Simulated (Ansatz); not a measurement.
# AlSiH₄ radical (SMILES [AlH2][SiH2]): a rigid scan of the bond length Si2–H6

The task here is to estimate one member of a computed series from the others.

Method: single points in def2-TZVPP; program: Ansatz 0.2.0, Gaussian basis.

Levels: PBE-D4, r2SCAN-D4, PBE0-D4, B3LYP-D4, wB97M-V, Hartree-Fock, MP2, CCSD, CCSD(T). The scan takes 1.219, 1.282, 1.374, 1.481, 1.599, 1.727, 1.863, 2.006 Å.

Correlated methods freeze the cores. Orbitals are unrestricted. B3LYP uses VWN-RPA correlation.

36 further runs of the same task are left out: 36 set aside as unsound or not needed.

## Where the work starts

SMILES `[AlH2][SiH2]`, 6 atoms, charge 0, spin multiplicity 2.

Atoms are counted from 1 here; the program's logs count them from 0.

Bond lengths: Al1–Si2 2.375 Å, Al1–H3 1.579 Å, Al1–H4 1.566 Å, Si2–H5 1.482 Å, Si2–H6 1.481 Å. Angles: Si2–Al1–H3 131.7°, Si2–Al1–H4 121.9°, H3–Al1–H4 106.5°, Al1–Si2–H5 125.2°, Al1–Si2–H6 124.8°, H5–Si2–H6 101.3°.

Geometry (Å):

```xyz
6
AlH4Si
Al   -0.26789   -1.12821   -0.08801
Si    0.47057    1.12714   -0.00684
H    -1.59500   -1.81730    0.41869
H     0.61051   -2.26326   -0.71406
H    -0.06097    2.23080   -0.84070
H     0.84278    1.85083    1.23091
```

The first run:

relax/in.yaml reads:

```yaml
crystal:
  periodic: [false, false, false]
  atoms:
    - {symbol: Al, position_ang: [-0.267890, -1.128210, -0.088010]}
    - {symbol: Si, position_ang: [0.470570, 1.127140, -0.006840]}
    - {symbol: H, position_ang: [-1.595000, -1.817300, 0.418690]}
    - {symbol: H, position_ang: [0.610510, -2.263260, -0.714060]}
    - {symbol: H, position_ang: [-0.060970, 2.230800, -0.840700]}
    - {symbol: H, position_ang: [0.842780, 1.850830, 1.230910]}
basis:
  gaussian: {orbitals: def2-TZVP}
magnetization: {spin_polarized: true, initial_magnetization: 1}
hamiltonian: {xc: pbe0, dispersion: d4}
relax: {f_tol: 0.005, max_steps: 200}
```

No record of the launch command was kept for these runs.

Steps of the session up to this table: Finding the minimum; The minimum at every level; Si2–H6 = 1.219 Å; Si2–H6 = 1.282 Å; Si2–H6 = 1.374 Å; Si2–H6 = 1.481 Å; Si2–H6 = 1.599 Å; Si2–H6 = 1.727 Å; Si2–H6 = 1.863 Å; Si2–H6 = 2.006 Å.

One table of the session follows, with a row left open; its other results are not shown here.

Energies less that of the minimum at the same level (eV):

```
bond length (Å)  PBE-D4  PBE0-D4  B3LYP-D4  wB97M-V  Hartree-Fock
          1.219   0.999    0.964     0.929    0.912         0.934
          1.282   0.536    0.507     0.483    0.468         0.478
          1.374       ?        ?         ?        ?             ?
          1.481   0.001    0.000     0.000   -0.001        -0.001
1.487 (minimum)   0.000    0.000     0.000    0.000         0.000
          1.599   0.074    0.096     0.102    0.114         0.123
          1.727   0.318    0.367     0.373    0.404         0.434
          1.863   0.668    0.751     0.746    0.811         0.871
          2.006   1.088    1.209     1.192    1.284         1.377
```

Estimate the missing values for bond length (Å) = 1.374.

Worked estimate for «PBE-D4». A straight line through the neighbours (1.282, 0.536) and (1.481, 0.001) gives 0.536 + (0.001 − 0.536) × (1.374 − 1.282) / (1.481 − 1.282) = 0.289; a parabola fitted to 4 rows on both sides gives 0.175.

**Answer.** PBE-D4: 0.150; PBE0-D4: 0.133; B3LYP-D4: 0.121; wB97M-V: 0.112; Hartree-Fock: 0.112. In «PBE-D4» the line misses by +0.139 and the parabola by +0.025.

Caveats from the session: A polynomial through the near points puts the CCSD(T) minimum 0.006 Å below the PBE0-D4 value. CCSD follows the CCSD(T) curve best and PBE-D4 worst. 1 further points are left out, because the reference changes its state there.
